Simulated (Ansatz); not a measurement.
B3H⁻, relaxed as a doublet with UKS PBE-D4/def2-TZVPD in Ansatz, starting from the GFN1-xTB geometry. Force threshold 0.02 eV/Å.

The highest occupied level of the charge -1 doublet lies above zero (up to 0.80 eV). By energy differences its removal costs 2.17 eV (vertical, to the charge 0 singlet, at PBE-D4/def2-TZVPD); a positive level beside a positive removal energy at the same level points to self-interaction error. The relaxation made no stability test and no search for a lower SCF solution. The structure comes from a short search, and lower isomers may exist.

Start:

```csv
atom,x (Å),y (Å),z (Å)
B1,0.3484,0.6824,-0.8545
B2,0.4528,-0.7920,-1.0881
B3,-0.1706,0.0598,0.4131
H4,-0.6306,0.0498,1.5296
```

```json
{"step": "1", "energy (eV)": "-2038.3059", "largest force component (eV/Å)": "1.262", "SCF passes": "21"}
{"step": "2", "energy (eV)": "-2038.4372", "largest force component (eV/Å)": "0.682", "SCF passes": "28"}
{"step": "3", "energy (eV)": "-2038.4740", "largest force component (eV/Å)": "0.614", "SCF passes": "30"}
{"step": "4", "energy (eV)": "-2038.4939", "largest force component (eV/Å)": "0.124", "SCF passes": "26"}
{"step": "5", "energy (eV)": "-2038.4950", "largest force component (eV/Å)": "0.078", "SCF passes": "29"}
{"step": "6", "energy (eV)": "-2038.4968", "largest force component (eV/Å)": "0.037", "SCF passes": "27"}
{"step": "7", "energy (eV)": "-2038.4972", "largest force component (eV/Å)": "0.036", "SCF passes": "29"}
{"step": "8", "energy (eV)": "-2038.4972", "largest force component (eV/Å)": "0.020", "SCF passes": "27"}
{"step": "9", "energy (eV)": "-2038.4972", "largest force component (eV/Å)": "0.009", "SCF passes": "18"}
```

Force components are those of the run's own axes.

End:

```tsv
atom	x (Å)	y (Å)	z (Å)
B1	0.380	0.741	-0.932
B2	0.390	-0.785	-0.936
B3	-0.156	0.079	0.378
H4	-0.614	-0.035	1.489
```

By distances, no bond broke or formed. The bond that changes most is B2–B3, from 1.84 to 1.66 Å (atoms count from 1).

No frequencies were taken in this run, so the end may be a saddle point.

It took 6 s on 4 threads of Arm Neoverse V2 on a shared host.
